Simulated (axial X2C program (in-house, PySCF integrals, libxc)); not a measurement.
**Testing model relations on PN**

A bond curve at the PBE0 level, two-component, was computed with an axial X2C code built on PySCF integrals (basis P dyall-v3z [8s7p2d1f], N dyall-av3z [7s7p3d2f] (cores contracted in-house)) for the state Ω = 0 (closed shell). Its fit gives Re = 1.4848 Å, ωe = 1421.5 cm⁻¹, ωexe = 5.63 cm⁻¹ and αe = 4.694e-03 cm⁻¹; the masses are 30.9738 and 14.0031 u. Two-component means X2C with spin–orbit coupling and atomic mean-field Coulomb and Gaunt terms.

Find the reduced mass, Be and the force constant.

From the PBE0 values: μ = 9.6434 u. Be = 16.8576/(μ Re²) = 0.7929 cm⁻¹. k = 5.8918×10⁻⁷ μ ωe² = 11.5 mdyn/Å.

Give B0, the J = 1←0 line in GHz and the most populated J at 300 K (kT = 208.5 cm⁻¹).

B0 = Be − αe/2 = 0.7906 cm⁻¹; 2B0 = 47.4 GHz; J(max) ≈ √(kT/2B0) − 1/2 = 11.0, so J = 11.

Estimate the centrifugal constant by the Kratzer relation.

D = 4Be³/ωe² = 9.87e-07 cm⁻¹.

A Morse curve ties αe to the other constants (Pekeris). How well does that hold?

αe(Morse) = 6Be²/ωe × (√(ωexe/Be) − 1) = 4.418e-03 cm⁻¹; the PBE0 curve gives 4.694e-03 cm⁻¹, a ratio of 0.94.

The dipole moment p changes by 0.32 D/Å at Re. What harmonic infrared intensity follows?

I = 42.256 × (dp/dR)²/μ = 0.45 km/mol.

One determinant describes the state; a PBE0 search over occupations chose it and may have missed a lower one.
